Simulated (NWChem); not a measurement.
System: propyne (C3H4); SMILES C#CC

The following NWChem deck was run.

```
start job
memory heap 200 mb stack 900 mb global 1100 mb
geometry units angstroms noautosym nocenter noautoz
  C     -0.000328    -1.232770    -0.001813
  C     -0.001502     0.220758     0.000005
  C     -0.002452     1.431562    -0.001731
  H     -0.754431    -1.627177    -0.700458
  H     -0.226679    -1.631468     0.999233
  H      0.981209    -1.627193    -0.307400
  H     -0.005144     2.505555    -0.005438
end
basis spherical
  * library def2-svp
end
dft
  xc b3lyp
  iterations 150
  mulliken
end
task dft energy
esp
  recalculate
  probe 0.07
  range 0.3
  factor 1.0
  spacing 0.02
end
task esp
```

Parts of the log:

```
             Northwest Computational Chemistry Package (NWChem) 7.3.0
             --------------------------------------------------------

                             Geometry "geometry" -> ""
                             -------------------------

 Output coordinates in angstroms (scale by  1.889725989 to convert to a.u.)

  No.       Tag          Charge          X              Y              Z
 ---- ---------------- ---------- -------------- -------------- --------------
    1 C                    6.0000    -0.00032800    -1.23277000    -0.00181300
    2 C                    6.0000    -0.00150200     0.22075800     0.00000500
    3 C                    6.0000    -0.00245200     1.43156200    -0.00173100
    4 H                    1.0000    -0.75443100    -1.62717700    -0.70045800
    5 H                    1.0000    -0.22667900    -1.63146800     0.99923300
    6 H                    1.0000     0.98120900    -1.62719300    -0.30740000
    7 H                    1.0000    -0.00514400     2.50555500    -0.00543800

 Effective nuclear repulsion energy (a.u.)      58.5541171094

                                 NWChem DFT Module
                                 -----------------

 Summary of "ao basis" -> "ao basis" (spherical)
 ------------------------------------------------------------------------------
       Tag                 Description            Shells   Functions and Types
 ---------------- ------------------------------  ------  ---------------------
 C                          def2-svp                 6       14   3s2p1d
 H                          def2-svp                 3        5   2s1p

            General Information
            -------------------
          SCF calculation type: DFT
          Wavefunction type:  closed shell.
          No. of atoms     :     7
          No. of electrons :    22
           Alpha electrons :    11
            Beta electrons :    11
          Charge           :     0
          Spin multiplicity:     1
          Use of symmetry is: off; symmetry adaption is: off
          Maximum number of iterations: 150
          AO basis - number of functions:    62
                     number of shells:    30
          Convergence on energy requested:  1.00D-06
          Convergence on density requested:  1.00D-05
          Convergence on gradient requested:  5.00D-04

              XC Information
              --------------
                         B3LYP Method XC Potential
                     Hartree-Fock (Exact) Exchange  0.200
                        Slater Exchange Functional  0.800 local
                    Becke 1988 Exchange Functional  0.720 non-local
              Lee-Yang-Parr Correlation Functional  0.810
                  VWN I RPA Correlation Functional  0.190 local

             Grid Information
             ----------------
          Grid used for XC integration:  medium
          Radial quadrature: Mura-Knowles
          Angular quadrature: Lebedev.
          Tag              B.-S. Rad. Rad. Pts. Rad. Cut. Ang. Pts.
          ---              ---------- --------- --------- ---------
          C                   0.70       49          10.0       434
          H                   0.35       45          11.0       434
          Grid pruning is: on
          Number of quadrature shells:   327
          Spatial weights used:  Erf1

      Superposition of Atomic Density Guess
      -------------------------------------

 Sum of atomic energies:        -114.87154762

      Non-variational initial energy
      ------------------------------

 Total energy =    -116.561457
 1-e energy   =    -268.112198
 2-e energy   =      92.996624
 HOMO         =      -0.334110
 LUMO         =       0.063510

     ---------------------------------------------
      Total Density - Mulliken Population Analysis
     ---------------------------------------------

[...]

                     NWChem Electrostatic Potential Fit Module
                     -----------------------------------------

 Atom parameters

 Number of atoms is                                    7
 Number of basis functions is                         62

 Grid parameters

 Maximum number of grid points is                  32208
 Number of grid points is                          32207
 Grid range                                     0.300000 nm
 Grid spacing                                   0.020000 nm
 Probe radius                                   0.070000 nm
 Atom radius factor                             1.000000

 Atomic radii

    1    0.100000
    6    0.147000
 FASTESP  F
  using M.O. file = ./job.movecs

    Atom              Coordinates                           Charge

                                                  ESP

    1 C    -0.000033   -0.123277   -0.000181    0.008806
    2 C    -0.000150    0.022076    0.000001    0.057174
    3 C    -0.000245    0.143156   -0.000173   -0.468132
    4 H    -0.075443   -0.162718   -0.070046    0.041236
    5 H    -0.022668   -0.163147    0.099923    0.039080
    6 H     0.098121   -0.162719   -0.030740    0.040215
    7 H    -0.000514    0.250556   -0.000544    0.281621
                                            ------------
                                                0.000000

 Dipole moment                                  0.300653

 Quadrupole moment Qxx                         -5.286818
                   Qyy                         10.586106
                   Qzz                         -5.299288

 RMS deviation kJ/mol                           0.064141

 RRMS %                                        34.996700
```

Level: B3LYP/def2-SVP. Geometry: optimised at PBE0/def2-SVP.
